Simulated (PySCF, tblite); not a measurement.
Compound: isocyanogen, C₂N₂.
Geometry (GFN2-xTB, Å), atoms numbered from 1 in this order:
```xyz
4
C2N2 angstrom
C     -1.6660   -0.6374    0.6270
N     -0.5871   -0.2247    0.4264
C      0.6048    0.2317    0.2047
N      1.6585    0.6352    0.0086
```

Level of theory: PBE0/pcSseg-1 in PySCF (dipole) on a GFN2-xTB geometry, gas phase.

Masses are those of the commonest isotopes; rigid-rotor values at the optimised geometry. 

Problem. What are the moment of inertia and the rotational constant?

Solution. I = 95.603 u·Å², B = 505379 MHz·u·Å²/I = 5286 MHz (0.1763 cm⁻¹, or 0.254 K as hB/k).

Problem. List the first levels of a rigid rotor in a Σ state.

Solution. E(J) = BJ(J+1): J = 1: 0.353, J = 2: 1.058, J = 3: 2.116, J = 4: 3.527, J = 5: 5.290, J = 6: 7.406 cm⁻¹.

Problem. Where do the first rotational lines fall?

Solution. The dipole is 0.92 D; J+1 ← J lies at 2B(J+1): 1 ← 0 at 10.57 GHz, 2 ← 1 at 21.14 GHz, 3 ← 2 at 31.72 GHz, 4 ← 3 at 42.29 GHz, 5 ← 4 at 52.86 GHz, 6 ← 5 at 63.43 GHz.

Problem. Estimate the classical rotational partition function at 50 K, 100 K and 200 K.

Solution. Point group C∞v, symmetry number σ = 1; q = kT/(σhB), k/h = 20836.6 MHz/K: 197 at 50 K, 394 at 100 K, 788 at 200 K.

Its GFN2-xTB frequencies are all real (lowest 195 cm⁻¹). Constants of a rigid frame at the computed geometry: no zero-point averaging, no centrifugal distortion.

The run took 4.0 s on one thread of an x86-64 server, on a shared host. This is the PBE0/pcSseg-1 job that gave the dipole, with the shieldings it also computed.
